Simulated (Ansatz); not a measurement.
# BH+ (doublet): from Hartree-Fock to the top rungs, def2-TZVPP

The task here is to estimate one member of a computed series from the others.

Method: def2-TZVPP, core rule «outside noble gas», up to 1 orbitals frozen; program: Ansatz 0.2.0, Gaussian basis.

Plan: UHF; ROHF; CCSD(T) on UHF.

2 further runs of the same task are left out: 2 set aside as unsound or not needed.

### The geometry

The geometry is a PBE0/def2-TZVP stationary point (not a proven minimum) of the parent state, kept for this charge and spin.

2 atoms, charge 1, spin multiplicity 2.

Atoms are counted from 1 here; the program's logs count them from 0.

Bond lengths: B1–H2 1.194 Å.

The first run:

The input, in.yaml:

```yaml
crystal:
  periodic: [false, false, false]
  atoms:
    - {symbol: B, position_ang: [0.000000, 0.000000, 0.000000]}
    - {symbol: H, position_ang: [0.000000, 0.000000, 1.194000]}
basis:
  gaussian: {orbitals: def2-TZVPP}
total_charge: 1
magnetization: {spin_polarized: true, initial_magnetization: 1}
hamiltonian: {xc: hf}
output: {orbitals: {seedname: orbitals}}
```

The run is started by

```bash
$ ansatz run in.yaml --threads 1 --pin off --events-out ev --progress --plain --max-ram 2816MiB --backend cpu
```

Steps of the session up to this table: UHF; ROHF; CCSD(T) on UHF.

One of the session's tables, all rows but one given; the rest of the session is left out.

It belongs to the step «Misses and costs». 

| method | from UCCSD(T) (meV) |
| --- | --- |
| ROHF | ? |
| UHF | +1400.5 |
| UMP2 | +369.8 |
| UCCSD | +18.8 |
| UCCSD(T) | 0 |

**Question.** Estimate the row for ROHF.

The run gave: from UCCSD(T) (meV): +1433.2. In the column «from UCCSD(T) (meV)» it is the highest.
